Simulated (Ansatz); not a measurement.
Corundum (α-Al2O3), relaxed in Ansatz (plane waves) with several semilocal functionals. Each gives its own volume and its own bulk modulus:

| level | V0 (Å³/atom) | bulk modulus B0 (GPa) | ln V0 | ln B0 |
|---|---|---|---|---|
| LDA | 8.324 | 257.2 | 2.1191 | 5.5499 |
| r²SCAN | 8.495 | 256.2 | 2.1395 | 5.5460 |
| PBE | 8.761 | 230.0 | 2.1703 | 5.4381 |

**Question.** Fit a straight line to ln B0 against ln V0. What does it predict for PBEsol, whose volume is 8.562 Å³/atom?

**Answer.** With x = ln V0 and y = ln B0: means 2.14297 and 5.51133; Σ(Δx Δy) = -0.003042, Σ(Δx²) = 0.001329, so the slope is -2.29. At x = 2.1473 the line gives y = 5.51133 + (-2.29) × (2.1473 − 2.14297) = 5.5014, or 245.0 GPa. The run with PBEsol gives 241.8 GPa, -1.3 % from the line. The rows used scatter about it by up to 2.7 %, while the largest value lies 12 % above the smallest. For comparison, PBE's own equation of state has B′ = 4.0, the slope −d ln B/d ln V at a fixed functional; the two needn't agree, since functionals also differ at one volume.

Measured: 254 GPa (measured, 298 K, copied from a table, unchecked, no zero-point or thermal correction, with K' = 4.34, our sources range from 239 to 254; as tabulated in BurnMan's mineral tables).

Ansatz's density-functional and Hartree–Fock values are scalar-relativistic unless marked +SOC, with PAW data made under PBE.

Ansatz is an electronic-structure program.
